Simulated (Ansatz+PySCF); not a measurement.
The numbers below are computed, except where a source is named.
## PySCF 2.14.0 run

```python
from pyscf import gto, scf, cc

mol = gto.M(atom="""
Al 0.000000 0.000000 0.000000
N 0.000000 0.000000 2.940000
""", basis='sto-3g', charge=0, spin=2)
mf = scf.UHF(mol)
mf.kernel()
mycc = cc.CCSD(mf, frozen=6).run()
et = mycc.ccsd_t()
print(mf.e_tot, mycc.e_corr, et, mycc.e_tot + et)
```

The script is written out from the run's settings.

The run gave:

```yaml
Converged: yes
Reference_energy: -292.51172 hartree
CCSD_correlation_energy: -0.11170 hartree
Triples_correction: -0.00066 hartree
Total_energy: -292.62408 hartree
Spin_squared_of_the_determinant: 2.059
```

The reference isn't the lowest determinant (another lies 2.11 eV lower), but the same method gives a higher total on the lower determinant. Caution: bonds are stretched, where a single reference can fail.
